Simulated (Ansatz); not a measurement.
# CH2F2 (difluoromethane): HF/STO-3G

Aim: the energy change on altering one bond length of CH2F2 (difluoromethane) at HF/STO-3G, from 2 runs. 

The results are computed with Ansatz 0.2.0.

55 further runs of the same task are left out: 55 set aside as unsound or not needed.

## (1) The structure to begin with

CH2F2: 5 atoms, total charge 0, spin state singlet. As SMILES, `FCF`. The shape is that of a PBE0-D4/def2-TZVP optimisation.

Bond lengths: F1–C2 1.351 Å, C2–F3 1.351 Å, C2–H4 1.093 Å, C2–H5 1.094 Å. Angles: F1–C2–F3 108.6°, F1–C2–H4 108.8°, F1–C2–H5 108.8°, F3–C2–H4 108.8°, F3–C2–H5 108.8°, H4–C2–H5 113.0°.

## (2) The energy at HF/STO-3G

File input.yaml:

```yaml
crystal:
  periodic: [false, false, false]
  atoms:
    - symbol: F
      position_ang: [-1.073300, 0.191200, 0.698300]
    - symbol: C
      position_ang: [0.010100, -0.016900, -0.082300]
    - symbol: F
      position_ang: [1.090500, -0.179200, 0.713200]
    - symbol: H
      position_ang: [-0.142700, -0.932900, -0.659500]
    - symbol: H
      position_ang: [0.165300, 0.864200, -0.711100]
basis:
  gaussian: {orbitals: STO-3G}
hamiltonian: {xc: hf}
accuracy: high
output: {orbitals: {seedname: orbitals}}
```

Launch:

```sh
$ ansatz run input.yaml --threads 1 --pin off --max-ram 3480MiB --events-out events.jsonl --progress --plain --runs-dir runs
```

The program printed:

```text
Warning: RAYON_NUM_THREADS=1 ignored (pool sized by the plan → 1); use --threads N
Functional definition: HF
  name "HF"
  exchange = exact_x
  correlation = 0
295 factors; integrals over basis functions are off by at most 3.5e-8 eV
mean field evaluation 1: about -6381.1902 eV, gradient 2.9e1 eV
mean field evaluation 2: about -6381.3330 eV, gradient 2.9e1 eV
mean field evaluation 4: about -6384.4467 eV, gradient 1.7e0 eV
mean field evaluation 8: about -6384.4607 eV, gradient 1.9e-4 eV
mean field -6384.46065290 eV, -234.6246014513 hartree, gradient 1.1e-8 eV, S^2 0.000000; 0 other end points of the search recorded, 0 dependent functions left out
reference -6384.46065290 eV, -234.6246014513 hartree; 13, 13 occupied and 4, 4 virtual orbitals, 295 factors
Total energy: -6384.46065290 eV, -234.6246014513 hartree
```

It took 0.1 s on 1 thread of Arm Neoverse V1, shared host.

## (3) The distorted shape, same level

File in.yaml:

```yaml
crystal:
  periodic: [false, false, false]
  atoms:
    - {symbol: F, position_ang: [-1.259544, -0.866143, 1.452876]}
    - {symbol: C, position_ang: [-0.176144, -1.074243, 0.672276]}
    - {symbol: F, position_ang: [0.904256, -1.236543, 1.467776]}
    - {symbol: H, position_ang: [-0.328944, -1.990243, 0.095076]}
    - {symbol: H, position_ang: [0.165300, 0.864200, -0.711100]}
basis:
  gaussian:
    orbitals: STO-3G
hamiltonian:
  xc: hf
accuracy: high
output:
  orbitals: {seedname: orbitals}
```

Launch:

```sh
$ ansatz run in.yaml --threads 1 --pin off --max-ram 3480MiB --events-out events.jsonl --progress --plain --runs-dir runs
```

The program printed:

```text
Warning: RAYON_NUM_THREADS=1 ignored (pool sized by the plan → 1); use --threads N
[... 4 set-up lines as earlier in the session ...]
295 factors; integrals over basis functions are off by at most 3.5e-8 eV
mean field evaluation 1: about -6369.3493 eV, gradient 3.7e1 eV
mean field evaluation 2: about -6369.4490 eV, gradient 3.7e1 eV
mean field evaluation 4: about -6376.4484 eV, gradient 2.7e0 eV
mean field evaluation 8: about -6376.4949 eV, gradient 7.8e-4 eV
mean field -6376.49492573 eV, -234.3318663772 hartree, gradient 2.7e-8 eV, S^2 0.000000; 0 other end points of the search recorded, 0 dependent functions left out
reference -6376.49492573 eV, -234.3318663772 hartree; 13, 13 occupied and 4, 4 virtual orbitals, 295 factors
Total energy: -6376.49492573 eV, -234.3318663772 hartree
```

Wall time 0.1 s (1 thread of Arm Neoverse V1, shared host).

## (4) Results

At HF/STO-3G:

| quantity | value |
| --- | --- |
| first shape: total energy | -234.62460 Eh |
| first shape: HOMO energy | -11.10 eV |
| first shape: LUMO energy | 16.11 eV |
| first shape: HOMO–LUMO gap | 27.21 eV |
| distorted shape: total energy | -234.33187 Eh |
| distorted shape: HOMO energy | -6.21 eV |
| distorted shape: LUMO energy | 2.89 eV |
| distorted shape: HOMO–LUMO gap | 9.10 eV |
| energy change with the C2–H5 bond stretched from 1.094 to 2.406 Å | 7.966 eV |

One bond (distorted shape) is far stretched, which a spin-restricted single reference describes badly; a broken-symmetry solution may lie lower. With the C2–H5 bond stretched from 1.094 to 2.406 Å the energy rises by 7.97 eV (184 kcal/mol). The first shape isn't relaxed at this level, so the change isn't measured from a minimum. A restricted reference can't describe the breaking bond well at this length. The minimal basis adds a large error of its own.
